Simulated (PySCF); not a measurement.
## Peak assignment

Structure with atom numbers: `[N:1]#[C:2][c:3]1[cH:4][cH:5][cH:6][cH:7][cH:8]1`. Hydrogens are named by the atom that carries them.

- geometry: GFN2-xTB
- shieldings: GIAO PBE0/pcSseg-1
- code: PySCF
- fast rotation and ring inversion assumed for equivalent nuclei, single conformer, relativity neglected, isolated molecule

Scale: TMS for ¹³C and ¹H (reference shieldings calculated alike).

**Question.** Assign these signals to the numbered atoms. ¹³C{¹H} NMR (computed): δ 140.0 (CH), 137.7 (CH), 134.5 (CH), 124.5 (C), 117.8 (C).

**Answer.** 
| δ (ppm) | atoms | environment | reason |
| --- | --- | --- | --- |
| 140.0 | C4/C8 | aromatic CH | the aromatic region |
| 137.7 | C6 | aromatic CH | – |
| 134.5 | C5/C7 | aromatic CH | – |
| 124.5 | C2 | nitrile carbon | C≡N carbons fall here, among the sp2 signals but without a proton |
| 117.8 | C3 | substituted aromatic carbon | – |

**Question.** Assign these signals to the numbered atoms. ¹H NMR (600 MHz, computed): δ 8.00 (d, 2H), 7.84 (m, 1H), 7.78 (m, 2H).

**Answer.** 
8.00 → H(C4)/H(C8), hydrogen on an aromatic CH: aromatic region
7.84 → H(C6), hydrogen on an aromatic CH
7.78 → H(C5)/H(C7), hydrogen on an aromatic CH

H(C6) and H(C5)/H(C7) lie closer than the usual error of such a calculation, so a measured spectrum could show them in the other order.

Shifts are as computed. Against solution values, carbons near 30 ppm lie about +3 ppm off and those near 130 ppm about +5 ppm. Of 1211 compounds with measured shifts, 218 miss one by over three times the rms of a fit or turn the order of signals round; such compounds aren't used in these exercises. Multiplicities follow the n + 1 count of equivalent neighbours, as no J values were calculated; m marks all less simple cases, F and P coupling included.
